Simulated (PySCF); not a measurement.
Species: CH₃ (charge +1).
SMILES: `[CH3+]`

Method: PBE0-D3(BJ)/def2-SVP geometry optimisation, gas phase (PySCF).

Take the most abundant isotopes and a rigid rotor. 

Task: What are A, B and C (MHz)?

Result: Ia = 1.84, Ib = 1.84, Ic = 3.69 u·Å²; 505379 MHz·u·Å²/I gives A = 274168, B = 274112, C = 137070 MHz.

Task: What kind of rotor is it?

Result: An oblate symmetric top, as the point group D3h requires two equal moments; the computed ones differ by 0.02 % because the geometry is symmetric only within the optimiser's tolerance; Ray's κ = 0.999.

Task: Is it planar, by Δ = Ic − Ia − Ib?

Result: Planar: Δ = Ic − Ia − Ib = 0.00 u·Å². For a rigid frame Δ = −2 Σ m c², so it vanishes when all atoms lie in the ab plane; here none is more than 0.01 Å from it.

The point group D3h allows no dipole (computed: 0.00 D (about the centre of mass, as the species is charged)), so a rigid rotor has no electric-dipole lines.

Task: Estimate the classical rotational partition function at 100 K and 200 K.

Result: Point group D3h, symmetry number σ = 6; q = (√π/σ)·√((kT/h)³/(ABC)), k/h = 20836.6 MHz/K: 8.8 at 100 K, 24.8 at 200 K.

Not checked by PBE0-D3(BJ)/def2-SVP frequencies. No vibrational averaging or centrifugal distortion is included, and the geometry carries the error of its method.

On Arm Neoverse V1, one thread, no GPU (shared host), this took 0.67 s and 0.23 GiB of memory at its peak. This is the geometry optimisation.
